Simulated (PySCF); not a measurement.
# Building multiplets from coupling constants

Bonds (- single, = double, # triple, : aromatic): C1-C2 1.524 Å, C2-C3 1.535 Å, C3-C4 1.440 Å, C4#N5 1.143 Å. C1 carries H6, H7, H8; C2 carries H9, H10; C3 carries H11, H12.

PySCF calculation with PBE0/pcSseg-1 with gauge-including orbitals, GFN2-xTB structure and J couplings at B3LYP/pcJ-1 (spin–dipole term only in couplings to heteroatoms); one conformer, fast rotation and ring inversion assumed for equivalent nuclei, isolated molecule, relativity neglected.

δ = σ(ref) − σ, references computed at the same level: TMS for ¹³C (σref 186.93) and ¹H (σref 31.72).

Spectrometer: 800 MHz for ¹H. First-order analysis; couplings under 1 Hz (under 4 Hz in carbon signals) are ignored, and nearly equal couplings are merged; the smaller ones broaden or split the lines further.

Task: What pattern does C3 show in the proton-coupled ¹³C spectrum?

Result: A triplet of quartets at δ 19.7: 139.3 Hz to H11/H12 (2 × ¹H, 1 bond away), 6.6 Hz to H6/H7/H8 (3 × ¹H, 3 bonds away). Lines in Hz from the centre (relative intensity): +149.2 (1), +142.6 (3), +136.0 (3), +129.4 (1), +9.9 (2), +3.3 (6), -3.3 (6), -9.9 (2), -129.4 (1), -136.0 (3), -142.6 (3), -149.2 (1). The outer lines are 298.4 Hz apart, the sum of the couplings kept, or 1.483 ppm at this field.

Task: What pattern does H6/H7/H8 show (¹H)?

Result: A triplet at δ 1.24: 7.7 Hz to H9/H10 (2 × ¹H, 3 bonds away). Lines in Hz from the centre (relative intensity): +7.7 (1), +0.0 (2), -7.7 (1). The outer lines are 15.4 Hz apart, the sum of the couplings kept, or 0.019 ppm at this field.

Task: What pattern does H9/H10 show (¹H)?

Result: A sextet at δ 1.61: 7.6 Hz to H6/H7/H8 and H11/H12 (5 × ¹H, 3 bonds away). Lines in Hz from the centre (relative intensity): +19.0 (1), +11.4 (5), +3.8 (10), -3.8 (10), -11.4 (5), -19.0 (1). The outer lines are 38.0 Hz apart, the sum of the couplings kept, or 0.048 ppm at this field.

Task: What pattern does H11/H12 show (¹H)?

Result: A triplet at δ 2.24: 7.4 Hz to H9/H10 (2 × ¹H, 3 bonds away). Lines in Hz from the centre (relative intensity): +7.4 (1), +0.0 (2), -7.4 (1). The outer lines are 14.8 Hz apart, the sum of the couplings kept, or 0.019 ppm at this field.

Unscaled 3J(H,H) at this level run about 10 % above measured values. Chain 3J(H,H) values assume equally populated staggered rotamers: (2 J gauche + J anti)/3.
